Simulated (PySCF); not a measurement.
Zinc-blende InAs: correlation energy from several methods in one and the same small orbital space (PySCF; 2 atoms at the zone centre, 8 electrons in 17 orbitals, empty ones MP2 natural orbitals of a TZ basis, lattice constant set to 5.87626 Å). Its volume lies 9 % below that of the crystal's usual cell. It tests the methods against each other and lies far from the crystal's limit.

```csv
method,E_corr (eV per atom),share of full CI (%),error (meV)
MP2,-1.3612,67.3,661
CCSD,-1.9597,96.9,63
CCSD(T),-1.9962,98.7,26
CCSDT,-2.0085,99.3,14
CCSDT(Q),-2.0173,99.7,5
CCSDTQ,-2.0220,100.0,1
full CI,-2.0226,100.0,0
```

The Hartree–Fock determinant has a weight of 0.82 in the full CI state.

MP2, (T) and (Q) use filled levels shifted down by the Madelung term, which in so small a cell is a large part of the gap, so these rows hang on it.
